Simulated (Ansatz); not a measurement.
**BCl₂ (doublet): wave-function methods side by side at distance B1–Cl2 = 5.709 Å, cc-pVDZ**

The task here is to estimate one member of a computed series from the others.

The runs use Ansatz 0.2.0, Gaussian basis; cc-pVDZ, core rule «outside noble gas», up to 11 orbitals frozen.

The runs, in order: UHF; CCSD(T) on ROHF; CCSD(T) on UHF; BCCD(T) on ROHF; CISD; CASSCF and MRCISD+Q, 3 electrons in 3 orbitals; CASSCF and NEVPT2, 3 electrons in 3 orbitals.

36 further runs of the same task are left out: 12 for a known fault of the program, 1 for a mislabelled method, 18 that didn't finish, 5 set aside as unsound or not needed.

**The system**

The geometry derives from a PBE0/def2-TZVP stationary point (not a proven minimum). One bond is set to the value named and the two fragments are kept rigid.

3 atoms, charge 0, spin multiplicity 2.

Atoms are counted from 1 here; the program's logs count them from 0.

Bond lengths: B1–Cl3 1.720 Å.

Set-up of the first run:

Input file in.yaml:

```yaml
crystal:
  periodic: [false, false, false]
  atoms:
    - {symbol: B, position_ang: [0.000000, -1.477389, 1.538117]}
    - {symbol: Cl, position_ang: [0.000000, 1.139498, -3.535795]}
    - {symbol: Cl, position_ang: [0.000000, -0.688985, 3.066763]}
basis:
  gaussian: {orbitals: cc-pVDZ}
magnetization: {spin_polarized: true, initial_magnetization: 1}
hamiltonian: {xc: hf}
output: {orbitals: {seedname: orbitals}}
```

Launch:

```bash
ansatz run in.yaml --threads 1 --pin off --events-out ev --progress --plain --max-ram 2393MiB
```

Among the steps run: UHF; CCSD(T) on ROHF; CCSD(T) on UHF; BCCD(T) on ROHF; CISD; CASSCF and MRCISD+Q, 3 electrons in 3 orbitals; CASSCF and NEVPT2, 3 electrons in 3 orbitals.

One of the session's tables, all rows but one given; the rest of the session is left out.

| method | from RCCSD(T) (meV) |
| --- | --- |
| ROHF | +9880.7 |
| UHF | +9756.9 |
| RMP2 | +1428.4 |
| UMP2 | +1563.9 |
| CISD | ? |
| RCCSD | +222.0 |
| UCCSD | +223.2 |
| RCCSD(T) | 0 |
| UCCSD(T) | +1.8 |
| BCCD(T) | -3.6 |
| CASSCF pair | +9341.1 |
| NEVPT2 pair | +1404.0 |
| MRCISD pair | +1161.3 |
| MRCISD+Q pair | +133.7 |

Estimate the missing values for CISD.

As computed: from RCCSD(T) (meV): +1323.4. In the column «from RCCSD(T) (meV)» it lies between MRCISD pair (+1161.3) and NEVPT2 pair (+1404.0).

To keep in mind: Restricted and unrestricted rows rest on different reference determinants; where their highest levels disagree by more than a few hundredths of an eV, they describe different states and don't form one ladder.
